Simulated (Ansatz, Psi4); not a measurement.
# Heat of formation of C2H4 (ethylene) from total energies

C2H4: 6 atoms, total charge 0, spin state singlet. SMILES: `C=C`. The coordinates come from a PBE0-D4/def2-TZVP relaxation.

Total energies at revPBE/def2-TZVP (Psi4 1.11); the atoms run unrestricted:

```
species    state  energy (Eh)
   C2H4  singlet   -78.593221
      C  triplet   -37.845596
      H  doublet    -0.504123
```

Harmonic wavenumbers at PBE0-D4/def2-TZVP, in cm⁻¹: 828, 979, 984, 1067, 1239, 1382, 1466, 1704, 3146, 3162, 3222, 3250.

Measured heats of formation of the gaseous atoms at 298.15 K, in kJ/mol: C 716.9, H 218.0. Take 1 Eh = 2625.50 kJ/mol, 1 cm⁻¹ = 0.0119627 kJ/mol, RT = 2.479 kJ/mol.

Work out the heat of formation of the gas at 298 K.


1. Electronic atomisation energy: 2 × (-37.845596) + 4 × (-0.504123) − (-78.593221) = 0.885537 Eh = 2325.0 kJ/mol.
2. Zero-point energy: half the sum of the wavenumbers, 11214.5 cm⁻¹ = 134.2 kJ/mol.
3. Thermal vibrational enthalpy, Σ hcν̃/(exp(hcν̃/kT) − 1): 0.5 kJ/mol. Translation, rotation and pV of a non-linear molecule: 4 RT = 9.9 kJ/mol.
4. The 6 free atoms carry 5/2 RT each: 37.2 kJ/mol.
5. Atomisation enthalpy at 298 K: 2325.0 − 134.2 − 0.5 − 9.9 + 37.2 = 2217.6 kJ/mol.
6. Sum of the atoms' heats of formation: 2305.8 kJ/mol. Heat of formation: 2305.8 − 2217.6 = +88.2 kJ/mol.

The tabulated value is +52.6 kJ/mol (Active Thermochemical Tables), so this level is off by +35.6 kJ/mol, or 1.6 % of the atomisation enthalpy that the table implies (2253.2 kJ/mol). Anharmonicity and any spin-orbit splitting of the molecule are left out.
